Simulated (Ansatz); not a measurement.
# B2H4Si: the cost of one run

All numbers are computed with the Python package of Ansatz 0.2.0. The levels of theory stand in the script.

## (1) The structure

Bond lengths: B1–B2 1.740 Å, B1–Si3 1.812 Å, B2–Si3 1.860 Å, B1–H4 1.146 Å, B2–H5 1.198 Å, Si3–H6 1.486 Å, Si3–H7 1.504 Å. Angles: B1–B2–Si3 60.3°, B1–B2–H5 149.3°, Si3–B2–H5 150.4°, B2–B1–Si3 63.1°, B2–B1–H4 149.0°, Si3–B1–H4 147.3°, B1–Si3–B2 56.6°, B1–Si3–H6 118.1°, B1–Si3–H7 114.4°, B2–Si3–H6 114.9°, B2–Si3–H7 113.6°, H6–Si3–H7 121.9°.

b2h4si.xyz, read by the script:

```xyz
7

B    -1.04240   -0.36960   -0.21520
B     0.53560   -0.37590   -0.94820
Si    0.29530    0.42430    0.71350
H    -2.16720   -0.57040   -0.30410
H     1.24750   -0.69160   -1.85900
H     0.36420    1.90850    0.70980
H     0.82820   -0.39340    1.85750
```

## (2) The script

Input file composite_b2h4si.py:

```python
"""A composite energy for B2H4Si: DFT geometry, MP2 basis limit, coupled-cluster correction."""

import itertools
import logging
import sys

import ansatz as az
from ase.data import atomic_numbers, covalent_radii
import numpy as np

logging.basicConfig(stream=sys.stdout, format="%(name)s: %(message)s")
logger = logging.getLogger("run")
logger.setLevel(logging.INFO)


def main() -> None:
    system = az.Crystal.molecule_from_extxyz("b2h4si.xyz")

    setup = (
        system.calculation()
        .basis(gaussian="def2-SVP")
        .functional("r2scan")
    )
    symbols = [site.symbol for site in system.cartesian_sites]
    start = np.array([site.position_ang for site in system.cartesian_sites], dtype=float)
    summary = setup.relax(force_tolerance=0.01, max_steps=100).run().report
    end = np.array(summary["positions_ang"])
    # pairs closer than 1.2 times the sum of covalent radii, before or after
    radius = [covalent_radii[atomic_numbers[s]] for s in symbols]
    span = lambda where, i, j: np.linalg.norm(where[i] - where[j])
    bonded = [(i, j) for i, j in itertools.combinations(range(len(symbols)), 2) if min(span(start, i, j), span(end, i, j)) < 1.2 * (radius[i] + radius[j])]
    logger.info("pair        before    after (A)")
    for i, j in bonded:
        print(f"{symbols[i]}{i}-{symbols[j]}{j}".ljust(10), f"{span(start, i, j):8.4f} {span(end, i, j):8.4f}")

    minimum = az.Crystal.molecule()
    for symbol, place in zip(symbols, end):
        minimum = minimum.atom(symbol, place.tolist())
    at_minimum = minimum.calculation()
    # MP2 extrapolated to the basis limit, plus the small-basis difference CCSD(T) - MP2
    level = lambda method, basis: at_minimum.basis(gaussian=basis).correlation(method).run().report
    small, large, cluster = level("mp2", "cc-pVDZ"), level("mp2", "cc-pVTZ"), level("ccsd_t", "cc-pVDZ")
    corr = lambda each: (each["free_energy_ev"] - each["reference_energy_ev"]) / 27.211386246
    mp2_limit = (27 * corr(large) - 8 * corr(small)) / 19
    pieces = {"HF / cc-pVTZ": large["reference_energy_ev"] / 27.211386246, "MP2 correlation, DZ-TZ limit": mp2_limit, "CCSD(T) - MP2 / cc-pVDZ": corr(cluster) - corr(small)}
    for name, value in pieces.items():
        logger.info(f"{name:32s} {value:14.6f} Ha")
    logger.info(f"{'sum':32s} {sum(pieces.values()):14.6f} Ha")
    print("T1 diagnostic", round(cluster["correlation"]["coupled_cluster"]["t1_diagnostic"], 4))


if __name__ == "__main__":
    main()
```

## (3) Running it

Launch:

```sh
> python composite_b2h4si.py
```

What time and memory should one allow on 1 thread of Arm Neoverse N1, shared host?

About 74 s, with a peak of 0.3 GiB.
